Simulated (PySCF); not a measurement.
## How methods differ on the ionisation energy of Cl

Cl [Ne] 3s2 3p5 (2P) → Cl⁺ [Ne] 3s2 3p4 (3P), as a difference of total energies. All numbers are calculated (PySCF 2.14, the non-relativistic Hamiltonian (point nucleus), in 6-31G*). Correlated levels: valence: [Ne] frozen. The calculations carry no spin-orbit coupling.

| method | ionisation energy (eV) |
| --- | --- |
| UHF | 11.782 |
| BP86 | 13.076 |
| MP2 (valence) | 12.294 |
| CCSD (valence) | 12.239 |
| CCSD(T) (valence) | 12.249 |

Task: Estimate what SCS-MP2 (valence) gives.

Result: 12.276 eV, closest to MP2 (valence) among the rows shown.

Task: Estimate what TPSS gives.

Result: 12.924 eV, closest to BP86 among the rows shown.

Errors of the correlated levels include the incompleteness of this basis and the frozen core.

For comparison: 12.974 eV (measured; NIST levels, between the centres of gravity of the two terms).
